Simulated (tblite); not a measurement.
# CH6O3: the cost of one run

Programs: tblite 0.8.0 and PySCF 2.14.0. All values are calculated, for the isolated system unless a continuum is named. Atoms count from 0, parts from 1.

### 1 Starting point

10 atoms, charge 0, multiplicity 1; geometry: rigid parts in contact. Parts: 1 = atoms 0–3, `C=O`, charge 0; 2 = atoms 4–6, `O`, charge 0; 3 = atoms 7–9, `O`, charge 0.

### 2 Bringing the parts together with GFN2-xTB

What the job is given:

```
{"job": {"kind": "dock", "xc": "GFN2-xTB", "basis": "xTB"}, "charge": 0, "multiplicity": 1, "parts": [{"atoms": "0-3", "charge": 0, "multiplicity": 1}, {"atoms": "4-6", "charge": 0, "multiplicity": 1}, {"atoms": "7-9", "charge": 0, "multiplicity": 1}]}
C      0.021050     0.016859     0.007684
O      1.124121    -0.037433    -0.450884
H     -0.741217    -0.753276    -0.180580
H     -0.311786     0.847994     0.653402
O     -1.252413    -2.287011    -2.031652
H     -0.501093    -2.850664    -1.836725
H     -1.262556    -2.190309    -2.990536
O      0.285565    -3.051553    -4.510191
H      0.711066    -3.718883    -5.052951
H      0.975601    -2.459827    -4.197703
```

With the program's defaults for keys left out, this is: GFN2-xTB search for minima from random contacts, gas phase.

On the command line:

```sh
$ OMP_NUM_THREADS=1 python cluster_run.py task.json out
```

One launch serves the whole session: the jobs run in the order shown.

**Question.** How long does this first job take on 1 thread of Arm Neoverse V2, shared host?

About 8.5 s.
